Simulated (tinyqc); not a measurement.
UHF in the sto-3g basis, for CH2, spin multiplicity 3, step by step. One step of it, computed by the program tinyqc.

Question. Iteration 2: building the Fock matrix. J_ij = sum D_kl (ij|kl) with D = D(alpha) + D(beta), K_ij = sum D_kl (ik|jl) for each spin; F = H + J - K(s); E = tr D H + tr D J / 2 - 0.5 sum_s tr D(s) K(s) + E_nn.

D(alpha) after iteration 1:
```
            1C 1s      1C 2s    1C 2px     1C 2py     1C 2pz      2H 1s      3H 1s
1C 1s    1.051341  -0.203626  0.000000   0.000044   0.072205  -0.034023  -0.032739
1C 2s   -0.203626   0.852677  0.000000  -0.002255  -0.344181   0.042260   0.042815
1C 2px   0.000000   0.000000  1.000000   0.000000   0.000000   0.000000   0.000000
1C 2py   0.000044  -0.002255  0.000000   0.275617   0.005515   0.233870  -0.236162
1C 2pz   0.072205  -0.344181  0.000000   0.005515   0.669402   0.247732   0.251368
2H 1s   -0.034023   0.042260  0.000000   0.233870   0.247732   0.329397  -0.063865
3H 1s   -0.032739   0.042815  0.000000  -0.236162   0.251368  -0.063865   0.344730
```

D(beta) after iteration 1:
```
            1C 1s      1C 2s    1C 2px     1C 2py     1C 2pz      2H 1s      3H 1s
1C 1s    1.023653  -0.085235  0.000000  -0.001062  -0.033779  -0.075780  -0.074376
1C 2s   -0.085235   0.350410  0.000000   0.002249   0.109773   0.206326   0.206953
1C 2px   0.000000   0.000000  0.000000   0.000000   0.000000   0.000000   0.000000
1C 2py  -0.001062   0.002249  0.000000   0.219763   0.000810   0.225441  -0.230468
1C 2pz  -0.033779   0.109773  0.000000   0.000810   0.034439   0.064920   0.064895
2H 1s   -0.075780   0.206326  0.000000   0.225441   0.064920   0.350685  -0.113932
3H 1s   -0.074376   0.206953  0.000000  -0.230468   0.064895  -0.113932   0.367334
```

core Hamiltonian H = T + V (hartree):
```
             1C 1s      1C 2s     1C 2px     1C 2py     1C 2pz      2H 1s      3H 1s
1C 1s   -18.618090  -4.490834   0.000000  -0.000721  -0.010824  -0.845846  -0.776560
1C 2s    -4.490834  -5.561672   0.000000  -0.006348  -0.117128  -2.016108  -1.904337
1C 2px    0.000000   0.000000  -4.448493   0.000000   0.000000   0.000000   0.000000
1C 2py   -0.000721  -0.006348   0.000000  -4.612099  -0.002451  -1.585533   1.516821
1C 2pz   -0.010824  -0.117128   0.000000  -0.002451  -4.481670  -0.735352  -0.703371
2H 1s    -0.845846  -2.016108   0.000000  -1.585533  -0.735352  -3.275441  -0.368880
3H 1s    -0.776560  -1.904337   0.000000   1.516821  -0.703371  -0.368880  -3.203754
```

Two-electron integrals (ij|kl) in chemists' order, unique and non-zero (hartree):
```
(11|11) 3.541948    (21|11) 0.576921    (21|21) 0.111888    (22|11) 0.854682
(22|21) 0.205284    (22|22) 0.624709    (31|31) 0.020296    (32|31) 0.030858
(32|32) 0.137996    (33|11) 0.852436    (33|21) 0.205335    (33|22) 0.624568
(33|33) 0.672833    (41|41) 0.020296    (42|41) 0.030858    (42|42) 0.137996
(43|43) 0.036269    (44|11) 0.852436    (44|21) 0.205335    (44|22) 0.624568
(44|33) 0.600295    (44|44) 0.672833    (51|51) 0.020296    (52|51) 0.030858
(52|52) 0.137996    (53|53) 0.036269    (54|54) 0.036269    (55|11) 0.852436
(55|21) 0.205335    (55|22) 0.624568    (55|33) 0.600295    (55|44) 0.600295
(55|55) 0.672833    (61|11) 0.108076    (61|21) 0.020844    (61|22) 0.038208
(61|33) 0.038078    (61|41) 0.001149    (61|42) 0.002151    (61|44) 0.038414
(61|51) 0.000518    (61|52) 0.000969    (61|54) 0.000151    (61|55) 0.038146
(61|61) 0.003969    (62|11) 0.271560    (62|21) 0.066157    (62|22) 0.223059
(62|33) 0.217597    (62|41) 0.005736    (62|42) 0.040368    (62|44) 0.231042
(62|51) 0.002584    (62|52) 0.018184    (62|54) 0.006056    (62|55) 0.220325
(62|61) 0.012868    (62|62) 0.106452    (63|31) 0.006569    (63|32) 0.035131
(63|43) 0.007787    (63|53) 0.003507    (63|63) 0.012713    (64|11) 0.215380
(64|21) 0.053131    (64|22) 0.189944    (64|33) 0.180421    (64|41) 0.010563
(64|42) 0.066868    (64|44) 0.206624    (64|51) 0.001799    (64|52) 0.014296
(64|54) 0.008296    (64|55) 0.182578    (64|61) 0.010794    (64|62) 0.107587
(64|64) 0.119472    (65|11) 0.097018    (65|21) 0.023933    (65|22) 0.085560
(65|33) 0.081271    (65|41) 0.001799    (65|42) 0.014296    (65|44) 0.086059
(65|51) 0.007379    (65|52) 0.041570    (65|54) 0.009943    (65|55) 0.089257
(65|61) 0.004862    (65|62) 0.048463    (65|64) 0.048090    (65|65) 0.034375
(66|11) 0.428621    (66|21) 0.106185    (66|22) 0.407994    (66|33) 0.386587
(66|41) 0.011223    (66|42) 0.107187    (66|44) 0.439537    (66|51) 0.005055
(66|52) 0.048282    (66|54) 0.023851    (66|55) 0.397331    (66|61) 0.020920
(66|62) 0.250091    (66|64) 0.278663    (66|65) 0.125524    (66|66) 0.774606
(71|11) 0.099156    (71|21) 0.019127    (71|22) 0.035072    (71|33) 0.034954
(71|41) -0.001046   (71|42) -0.001963   (71|44) 0.035259    (71|51) 0.000471
(71|52) 0.000884    (71|54) -0.000137   (71|55) 0.035016    (71|61) 0.003515
(71|62) 0.011007    (71|64) 0.008463    (71|65) 0.004167    (71|66) 0.017563
(71|71) 0.003341    (72|11) 0.255549    (72|21) 0.062287    (72|22) 0.210811
(72|33) 0.205598    (72|41) -0.005392   (72|42) -0.038396   (72|44) 0.218432
(72|51) 0.002427    (72|52) 0.017285    (72|54) -0.005778   (72|55) 0.208199
(72|61) 0.011288    (72|62) 0.068338    (72|64) 0.050462    (72|65) 0.030253
(72|66) 0.122481    (72|71) 0.011119    (72|72) 0.096163    (73|31) 0.006103
(73|32) 0.032889    (73|43) -0.007348   (73|53) 0.003308    (73|63) 0.007428
(73|73) 0.011299    (74|11) -0.205001   (74|21) -0.050585   (74|22) -0.181536
(74|33) -0.172471   (74|41) 0.009886    (74|42) 0.063313    (74|44) -0.197392
(74|51) -0.001703   (74|52) -0.013696   (74|54) 0.007910    (74|55) -0.174543
(74|61) -0.008786   (74|62) -0.051280   (74|64) -0.031633   (74|65) -0.022294
(74|66) -0.087392   (74|71) -0.009419   (74|72) -0.098237   (74|74) 0.109830
(75|11) 0.092286    (75|21) 0.022772    (75|22) 0.081723    (75|33) 0.077642
(75|41) -0.001703   (75|42) -0.013696   (75|44) 0.082245    (75|51) 0.006870
(75|52) 0.039055    (75|54) -0.009420   (75|55) 0.085191    (75|61) 0.004316
(75|62) 0.030485    (75|64) 0.022139    (75|65) 0.020648    (75|66) 0.057637
(75|71) 0.004240    (75|72) 0.044224    (75|74) -0.044356   (75|75) 0.031267
(76|11) 0.046222    (76|21) 0.011278    (76|22) 0.038945    (76|33) 0.038055
(76|41) -0.000009   (76|42) -0.000106   (76|44) 0.039416    (76|51) 0.000761
(76|52) 0.005614    (76|54) -0.000021   (76|55) 0.039326    (76|61) 0.002127
(76|62) 0.015926    (76|64) 0.014057    (76|65) 0.008010    (76|66) 0.033949
(76|71) 0.001954    (76|72) 0.015231    (76|74) -0.013673   (76|75) 0.007721
(76|76) 0.002977    (77|11) 0.416737    (77|21) 0.103276    (77|22) 0.398785
(77|33) 0.378071    (77|41) -0.010692   (77|42) -0.103911   (77|44) 0.429299
(77|51) 0.004813    (77|52) 0.046778    (77|54) -0.023062   (77|55) 0.388453
(77|61) 0.018617    (77|62) 0.126958    (77|64) 0.089259    (77|65) 0.059217
(77|66) 0.234467    (77|71) 0.018654    (77|72) 0.235925    (77|74) -0.265443
(77|75) 0.119496    (77|76) 0.033949    (77|77) 0.774606
```

nuclear repulsion = 5.37358945 hartree

Give: Coulomb J; exchange K(alpha); exchange K(beta); F(alpha); F(beta); total energy of this density.

Answer.

Coulomb J (hartree):
```
          1C 1s   1C 2s  1C 2px   1C 2py  1C 2pz   2H 1s    3H 1s
1C 1s   11.2169  2.1535  0.0000   0.0006  0.0082  0.4027   0.3695
1C 2s    2.1535  4.9770  0.0000   0.0023  0.0957  1.8055   1.7082
1C 2px   0.0000  0.0000  4.9346   0.0000  0.0000  0.0000   0.0000
1C 2py   0.0006  0.0023  0.0000   5.0361  0.0009  1.5555  -1.4891
1C 2pz   0.0082  0.0957  0.0000   0.0009  4.9436  0.7198   0.6885
2H 1s    0.4027  1.8055  0.0000   1.5555  0.7198  3.4922   0.3153
3H 1s    0.3695  1.7082  0.0000  -1.4891  0.6885  0.3153   3.4413
```

exchange K(alpha) (hartree):
```
         1C 1s    1C 2s  1C 2px   1C 2py   1C 2pz   2H 1s    3H 1s
1C 1s   3.6168   0.6464  0.0000   0.0001   0.0027  0.1255   0.1154
1C 2s   0.6464   0.9776  0.0000   0.0033  -0.0748  0.4096   0.3908
1C 2px  0.0000   0.0000  0.8561   0.0000   0.0000  0.0000   0.0000
1C 2py  0.0001   0.0033  0.0000   0.6614   0.0063  0.3377  -0.3288
1C 2pz  0.0027  -0.0748  0.0000   0.0063   0.7446  0.1736   0.1696
2H 1s   0.1255   0.4096  0.0000   0.3377   0.1736  0.5884   0.0661
3H 1s   0.1154   0.3908  0.0000  -0.3288   0.1696  0.0661   0.5803
```

exchange K(beta) (hartree):
```
         1C 1s   1C 2s  1C 2px   1C 2py  1C 2pz   2H 1s    3H 1s
1C 1s   3.5601  0.5970  0.0000   0.0001  0.0010  0.1135   0.1042
1C 2s   0.5970  0.5911  0.0000   0.0072  0.1822  0.3584   0.3437
1C 2px  0.0000  0.0000  0.1140   0.0000  0.0000  0.0000   0.0000
1C 2py  0.0001  0.0072  0.0000   0.5394  0.0024  0.3244  -0.3162
1C 2pz  0.0010  0.1822  0.0000   0.0024  0.1765  0.1476   0.1424
2H 1s   0.1135  0.3584  0.0000   0.3244  0.1476  0.5853   0.0527
3H 1s   0.1042  0.3437  0.0000  -0.3162  0.1424  0.0527   0.5808
```

F(alpha) (hartree):
```
           1C 1s    1C 2s   1C 2px   1C 2py   1C 2pz    2H 1s    3H 1s
1C 1s   -11.0180  -2.9837   0.0000  -0.0002  -0.0053  -0.5686  -0.5225
1C 2s    -2.9837  -1.5623   0.0000  -0.0074   0.0534  -0.6203  -0.5869
1C 2px    0.0000   0.0000  -0.3701   0.0000   0.0000   0.0000   0.0000
1C 2py   -0.0002  -0.0074   0.0000  -0.2373  -0.0079  -0.3677   0.3566
1C 2pz   -0.0053   0.0534   0.0000  -0.0079  -0.2827  -0.1891  -0.1845
2H 1s    -0.5686  -0.6203   0.0000  -0.3677  -0.1891  -0.3716  -0.1196
3H 1s    -0.5225  -0.5869   0.0000   0.3566  -0.1845  -0.1196  -0.3427
```

F(beta) (hartree):
```
           1C 1s    1C 2s  1C 2px   1C 2py   1C 2pz    2H 1s    3H 1s
1C 1s   -10.9613  -2.9344  0.0000  -0.0001  -0.0037  -0.5566  -0.5112
1C 2s    -2.9344  -1.1758  0.0000  -0.0112  -0.2036  -0.5690  -0.5398
1C 2px    0.0000   0.0000  0.3721   0.0000   0.0000   0.0000   0.0000
1C 2py   -0.0001  -0.0112  0.0000  -0.1154  -0.0039  -0.3545   0.3440
1C 2pz   -0.0037  -0.2036  0.0000  -0.0039   0.2855  -0.1632  -0.1573
2H 1s    -0.5566  -0.5690  0.0000  -0.3545  -0.1632  -0.3685  -0.1063
3H 1s    -0.5112  -0.5398  0.0000   0.3440  -0.1573  -0.1063  -0.3432
```

total energy of this density = -38.398867 hartree
